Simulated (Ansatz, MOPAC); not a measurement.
Process, species as SMILES: C/C=C\C#N + 3 C (CH4) -> C#N (CHN) [formonitrile] + C=C (C2H4) [ethene] + 2 CC (C2H6) [ethane]

Wanted: bond separation energy (enthalpy at 298 K), in kcal/mol. Terms: non-relativistic; no spin-orbit coupling; 6-31G* and kin with 6d, 5d where marked; dispersion terms only where a functional's name holds one; frozen cores in correlated levels. Ab initio and DFT rows: single points at B3LYP-D3(BJ) geometries (Ansatz, a quantum-chemistry and plane-wave program), with unscaled harmonic terms from B3LYP/6-31G* (Ansatz) at its own minima. Semi-empirical rows: MOPAC heats of formation at their own minima for 298 K. The Hartree-Fock reference of C/C=C\C#N is unstable towards a lower, spin-broken solution.

```
species     coefficient  E at MP2/6-31G* (Ansatz), Eh  E at wB97X-V/def2-TZVPD (Ansatz), Eh  H(298 K) - E, kcal/mol  heat of formation at MNDO (MOPAC), kcal/mol
----------  -----------  ----------------------------  ------------------------------------  ----------------------  -------------------------------------------
C/C=C\C#N            -1                    -209.46918                            -210.16420                   53.94                                        34.15
C#N (CHN)            +1                     -93.15689                             -93.42985                   12.52                                        35.30
C (CH4)              -3                     -40.33255                             -40.51531                   30.76                                       -11.96
C=C (C2H4)           +1                     -78.28486                             -78.58890                   34.64                                        15.38
CC (C2H6)            +2                     -79.49472                             -79.82947                   49.98                                       -19.75
```

 1 Eh = 627.5095 kcal/mol.

Task: Work the quantity out at each level.

Result: 
- MP2/6-31G*: the sum of coefficient times E is 0.03564 Eh, or 22.36 kcal/mol; the thermal terms add 0.90. Result: 23.3 kcal/mol.
- wB97X-V/def2-TZVPD: the sum of coefficient times E is 0.03244 Eh, or 20.36 kcal/mol; the thermal terms add 0.90. Result: 21.3 kcal/mol.
- MNDO: the sum of coefficient times heat of formation is 12.91 kcal/mol; it needs no thermal term.
